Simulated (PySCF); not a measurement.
## Molecular orbitals of CF

UHF at R = 1.270 Å; basis C def2-TZVPP, F def2-TZVPP; no relativity; PySCF 2.14. State: ²Π (doublet), unpaired electrons π ↑. Only the outer orbitals are listed, counted within each symmetry.

```
spin  orbital  occ.  ε (eV)  on C (%)         main shells (%)
   α       3σ     1  -47.05        11                  87 F s
   α       4σ     1  -25.70        34   57 F p, 31 C s, 9 F s
   α       1π     1  -21.88        13          86 F p, 12 C p
   α       1π     1  -20.37         9                  90 F p
   α       5σ     1  -16.34        85  59 C s, 25 C p, 16 F p
   α       2π     1  -10.85        89          89 C p, 10 F p
   α       2π     0    1.80        98                  98 C p
   β       3σ     1  -46.57        10                  88 F s
   β       4σ     1  -24.56        24   68 F p, 20 C s, 8 F s
   β       1π     1  -20.32         9                  91 F p
   β       1π     1  -19.94         7                  93 F p
   β       5σ     1  -14.30        94          68 C s, 26 C p
   β       2π     0    2.29        99                  99 C p
   β       2π     0    3.55       101                 101 C p
```

Q: Which are the highest filled and the lowest empty level, where do they sit, and how wide is the gap?

A: Highest filled α 2π at -10.85 eV (in %: 89 C p, 10 F p); lowest empty α 2π at 1.80 eV (in %: 98 C p); the gap at UHF is 12.65 eV. Both belong to one degenerate shell, split only by its one-sided filling, so this is no excitation gap. An empty level above zero is unbound, and its energy depends on the basis.

| Item | Value |
| --- | --- |
| bond order (Mayer) | 1.07 |
| ⟨S²⟩ | 0.762 |
| charge on C (Mulliken, basis-dependent) | 0.15 |
| charge on C (Löwdin, basis-dependent) | -0.19 |
| dipole moment (positive dipole means C(−)F(+)) | 0.44 D |
| polarisability along the bond | 12.2 bohr³ |
| polarisability across the bond | 10.9 bohr³ |

Shares are Mulliken populations and can fall outside 0 to 100 %.

The state was picked by a PBE0 search and need not be the measured ground state.
